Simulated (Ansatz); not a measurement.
Basis-set series for C3H7O2+ (`COC(C)=[OH+]`). Total charge 1; spin multiplicity 1. All single points use the PBE0-D4/def2-TZVP geometry. It is one conformer, not always the lowest.

```tsv
functional	basis	functions	energy (Eh)	HOMO (eV)	LUMO (eV)
PBE0-D4	def2-SVP	105	-268.22052	-15.55	-6.74
PBE0-D4	def2-TZVPP	253	-268.52854	-15.52	-6.70
ωB97M-V	def2-SVP	105	-268.40045	-17.89	-4.37
ωB97M-V	def2-TZVPP	253	-268.71964	-17.88	-4.34
```

**Question.** Give the rows for def2-QZVPP. (Estimate.)

**Answer.** Computed: 
```tsv
functional	basis	functions	energy (Eh)	HOMO (eV)	LUMO (eV)
PBE0-D4	def2-QZVPP	495	-268.54298	-15.53	-6.72
ωB97M-V	def2-QZVPP	495	-268.73374	-17.89	-4.36
```
